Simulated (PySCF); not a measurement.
Vibration and rotation of NaH

RHF-CCSD(T) constants of NaH, ¹Σ⁺ (singlet), closed shell (basis Na aug-cc-pVDZ, H aug-cc-pVDZ; no relativity; PySCF 2.14; masses 22.9898 and 1.0078 u):

| Quantity | Value |
| --- | --- |
| ωe | 1139.3 cm⁻¹ |
| ωexe | 25.8 cm⁻¹ |
| Be | 4.8097 cm⁻¹ |
| αe | 0.155 cm⁻¹ |
| De to Na + H | 1.86 eV |

Question: What force constant and bond length do these constants imply?

Answer: Reduced mass μred = 0.96550 u; k = 5.8918×10⁻⁷·μred·ωe² (u, cm⁻¹, mdyn/Å) = 0.738 mdyn/Å; Re = √(16.8576/(μred·Be)) (u, cm⁻¹, Å) = 1.905 Å.

Question: Estimate the centrifugal constant D from the Kratzer relation and find the Dunham coefficient a1.

Answer: D = 4Be³/ωe² = 0.000343 cm⁻¹; a1 = −1 − αeωe/(6Be²) = -2.27.

Measured values (Huber and Herzberg, Constants of Diatomic Molecules (1979)): ωe = 1172.2 cm⁻¹, ωexe = 19.72 cm⁻¹, Be = 4.9012 cm⁻¹, αe = 0.1353 cm⁻¹.

Correlated steps freeze 1 core orbital. Correlated levels converge slowly with the basis: in double zeta they bind strong bonds too weakly, by up to about 1 eV, and carry superposition errors of some tenths. Where the molecule has an RHF reference, its open-shell atoms are computed with UHF.
